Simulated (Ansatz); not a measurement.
Ansatz (an electronic-structure program) input (PBE0/def2-TZVP):

Ansatz 0.2 input:
```yaml
crystal:
  periodic: [false, false, false]
  atoms:
    - {symbol: C, position_ang: [0.00940108, 0.00315426, 0.10262029]}
    - {symbol: H, position_ang: [-0.01915108, 0.98625848, -0.33929582]}
    - {symbol: H, position_ang: [-0.03725541, -1.00518403, -0.27642595]}
basis:
  gaussian:
    orbitals: def2-TZVP
hamiltonian:
  xc: {name: PBE0}
magnetization: {spin_polarized: true, initial_magnetization: 2}
relax: {f_tol: 0.003, max_steps: 100}
```

End of the output:

```
integrals: 0.00 GiB planned
268 factors; their error is unknown
mean field: 0.08 GiB planned
mean field evaluation 1: about -1063.1426 eV, gradient 1.6e1 eV
mean field evaluation 2: about -1063.6222 eV, gradient 1.2e1 eV
mean field evaluation 4: about -1064.3892 eV, gradient 1.9e-1 eV
mean field evaluation 8: about -1064.3860 eV, gradient 3.5e-3 eV
mean field -1064.38597041 eV, -39.1154629457 hartree, gradient 2.4e-5 eV, S^2 2.006973; 0 other end points of the search recorded, 0 dependent functions left out
the calculation of the forces begins
reference -1064.38599166 eV, -39.1154637268 hartree; 5, 3 occupied and 38, 40 virtual orbitals, 268 factors
relax step   1: F+E_penalty+E_count = -1064.38597041 eV  Δ(F+E_penalty+E_count) = +0.000e0 eV  max|allowed force component| = 2.871e-2 eV/Å  Δτ_max = 0.0000 Å  (24 SCF iters, accepted)
these checks for a lower state are left out or cut short: starts, cluster_reference, orbital_swaps, neighbouring_geometries, increment
integrals: 0.00 GiB planned
268 factors; their error is unknown
mean field: 0.08 GiB planned
mean field evaluation 16: about -1064.3860 eV, gradient 2.5e-2 eV
mean field -1064.38599174 eV, -39.1154637296 hartree, gradient 1.5e-5 eV, S^2 2.006968; 0 other end points of the search recorded, 0 dependent functions left out
the calculation of the forces begins
reference -1064.38601299 eV, -39.1154645106 hartree; 5, 3 occupied and 38, 40 virtual orbitals, 268 factors
relax step   2: F+E_penalty+E_count = -1064.38599174 eV  Δ(F+E_penalty+E_count) = -2.133e-5 eV  max|allowed force component| = 1.288e-2 eV/Å  Δτ_max = 0.0006 Å  (20 SCF iters, accepted)
these checks for a lower state are left out or cut short: starts, cluster_reference, orbital_swaps, neighbouring_geometries, increment
integrals: 0.00 GiB planned
268 factors; their error is unknown
mean field: 0.08 GiB planned
mean field -1064.38599835 eV, -39.1154639726 hartree, gradient 1.3e-5 eV, S^2 2.006955; 0 other end points of the search recorded, 0 dependent functions left out
the calculation of the forces begins
reference -1064.38601960 eV, -39.1154647536 hartree; 5, 3 occupied and 38, 40 virtual orbitals, 268 factors
relax step   3: F+E_penalty+E_count = -1064.38599835 eV  Δ(F+E_penalty+E_count) = -6.614e-6 eV  max|allowed force component| = 1.345e-3 eV/Å  Δτ_max = 0.0007 Å  (20 SCF iters, accepted)
integrals: 0.00 GiB planned
268 factors; their error is unknown
mean field: 0.08 GiB planned
mean field evaluation 32: about -1063.6228 eV, gradient 1.2e1 eV
mean field -1064.38599835 eV, -39.1154639726 hartree, gradient 1.4e-5 eV, S^2 2.006955; 1 other end points of the search recorded, 0 dependent functions left out
the calculation of the forces begins
reference -1064.38601960 eV, -39.1154647536 hartree; 5, 3 occupied and 38, 40 virtual orbitals, 268 factors
Total energy: -1064.38601960 eV, -39.1154647536 hartree
Atom 0 at     0.009517     0.003193     0.103886 Å, force     0.000041     0.000014     0.000450 eV/Å
Atom 1 at    -0.019209     0.986238    -0.339928 Å, force    -0.000033    -0.001345    -0.000183 eV/Å
Atom 2 at    -0.037313    -1.005203    -0.277059 Å, force    -0.000008     0.001331    -0.000267 eV/Å
Dipole moment:    -0.012168    -0.004083    -0.132821 e Å
```
